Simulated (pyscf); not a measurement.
H₃Si–PH–GaH₂ (SMILES [SiH3][PH][GaH2]) → HP=GaH (SMILES [PH]=[GaH]) + SiH₄ (SMILES [SiH4]), an elimination (singlet surface; P–Si, Ga–H broken, H–Si formed). Structures and frequencies: ωB97X-D3(BJ)/def2-SVP in PySCF. MP2 and CC: frozen core, UHF for open shells. ΔMP2 is the change of the MP2 total energy from the triple- to the quadruple-zeta basis. Energies in kcal/mol from the reactant's lowest minimum found.

Small-basis levels: PySCF, no dispersion term, spherical d functions. 

Problem. Quick HF/6-31G*+LANL2DZ single points give ΔE‡ = 67.6 kcal/mol and ΔE = +34.1 kcal/mol. What does CCSD(T)/def2-TZVPP + ΔMP2(QZVPP) give, and how far is the quick result from it?

Solution. CCSD(T)/def2-TZVPP + ΔMP2(QZVPP) gives ΔE‡ = 45.0 kcal/mol and ΔE = +33.3 kcal/mol. HF/6-31G*+LANL2DZ lies 22.6 kcal/mol over it in the barrier and 0.9 kcal/mol over it in the reaction energy, so on this step it does not hold to within 3.0 kcal/mol. CCSD(T)/def2-TZVPP + ΔMP2(QZVPP) has limits of its own. On the product side the descent ends in a complex, 5.0 kcal/mol under the separated species and 13.6 kcal/mol under the saddle at ωB97X-D3(BJ)/def2-TZVP. At the saddle there is also a short Ga–Si contact that neither side keeps. At ωB97X-D3(BJ)/def2-TZVP the barrier from the zero used here is 49.2 kcal/mol. HP=GaH lies 17.6 kcal/mol over its isomer H₂P–Ga [singlet] (electronic energy, ωB97M-D3(BJ)/def2-TZVP). One saddle was located; it need not be the lowest between these sides. The CCSD(T) − MP2 part came from Ansatz, without density fitting, on the same reference. The frozen core leaves the outer d or s,p core shells of the metals and heavy elements correlated in the MP2 and CC values, and def2-TZVPP describes them poorly, which can shift differences by a few kcal/mol. In the def2 sets elements up to Kr have no core potential.
